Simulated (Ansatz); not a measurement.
Diamond-structure Ge, treated with PBEsol (PAW; Ansatz, a program for electronic structure).

Numerical settings: plane-wave cutoff 520 eV, 20×20×20 k mesh, Fermi–Dirac smearing 0.05 eV, scalar-relativistic PAW data made under PBE.

The cell has the measured lattice: a = 5.6580 Å, b = 5.6580 Å, c = 5.6580 Å, α = 90.00°, β = 90.00°, γ = 90.00°.

Task: Predict the elastic constant C11, elastic constant C12, Voigt–Reuss–Hill bulk modulus, elastic constant C44 and polycrystal shear modulus (Hill average).

Result: 
elastic constant C11: 118 GPa
elastic constant C12: 46.5 GPa
Voigt–Reuss–Hill bulk modulus: 70.4 GPa
elastic constant C44: 59.8 GPa
polycrystal shear modulus (Hill average): 48.7 GPa

Measured, for comparison: elastic constant C11 131 GPa, elastic constant C12 49 GPa, elastic constant C44 68 GPa (low temperature, zero-point motion not removed; as tabulated in Tanner et al. (2021), arXiv:2110.11888). Computed (rounded) less measured: elastic constant C11 -10 %, elastic constant C12 -5 %, elastic constant C44 -12 %.

Note: the solid has no gap at this level, which affects its response; the cell isn't this level's own, so it is under some stress, which shifts stiffness and frequencies.

Elastic constants are with the ions relaxed.

The computed numbers hold no vibrational or temperature effects.
